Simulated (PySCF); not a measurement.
## CH3ClO: hydrogen chloride and formaldehyde

A complex built from hydrogen chloride and formaldehyde; neutral, singlet.

Parts: 1 = hydrogen chloride (Cl), atoms 1–2; 2 = formaldehyde (C=O), atoms 3–6.

```xyz
6

Cl    0.590   -0.188    0.402
H    -0.358    0.137   -0.437
C    -0.750    0.224   -2.888
O    -1.375    0.474   -1.893
H    -1.193    0.361   -3.890
H     0.289   -0.150   -2.841
```
(Å; atoms numbered from 1)

In these coordinates H2···O4 is 1.808 Å. Part 2 is then moved rigidly along that line, all else held; at short range other atoms may come into contact.

The starting structure comes from a short search with a few starts; no frequency run checks that it is a minimum, and another way of binding may lie lower.

These are computed values: CCSD(T)/aug-cc-pVDZ and MP2/aug-cc-pVTZ, aug-cc-pVQZ counterpoise interaction energy, frozen core, gas phase (PySCF). The geometry comes from PBE0-D3(BJ)/def2-TZVPD.

Counterpoise energies in kcal/mol, cluster less the parts frozen as they stand in it; small is aug-cc-pVDZ, large aug-cc-pVQZ. Estimated limit: HF in aug-cc-pVQZ, MP2 correlation extrapolated as X⁻³ from aug-cc-pVTZ and aug-cc-pVQZ, and CCSD(T) less MP2 in aug-cc-pVDZ; it isn't the exact limit.

| H2···O4 (Å) | HF large | MP2 large | SCS-MP2 large | CCSD(T) small | CCSD(T) limit est. |
| --- | --- | --- | --- | --- | --- |
| 1.627 | -0.93 | -5.26 | -3.73 | -2.87 | -4.54 |
| 1.718 | ? | ? | ? | ? | ? |
| 1.808 | -2.94 | -6.07 | -4.96 | -4.53 | -5.60 |
| 1.898 | -3.38 | -6.02 | -5.08 | -4.78 | -5.64 |
| 1.989 | -3.58 | -5.80 | -5.00 | -4.81 | -5.50 |
| 2.260 | -3.42 | -4.71 | -4.23 | -4.21 | -4.55 |
| 2.712 | -2.44 | -2.94 | -2.72 | -2.76 | -2.87 |
| 3.616 | ? | ? | ? | ? | ? |

(1) Fill in the withheld rows.

## Answers

(1) 
```
H2···O4 (Å)  HF large  MP2 large  SCS-MP2 large  CCSD(T) small  CCSD(T) limit est.
      1.718     -2.17      -5.87          -4.56          -3.94               -5.28
      3.616     -1.10      -1.15          -1.09          -1.10               -1.12
```

The 8 runs took 20 min in all, one thread each of Arm Neoverse N1 on a shared host, launched as `OMP_NUM_THREADS=1 python cluster_run.py task.json out`.
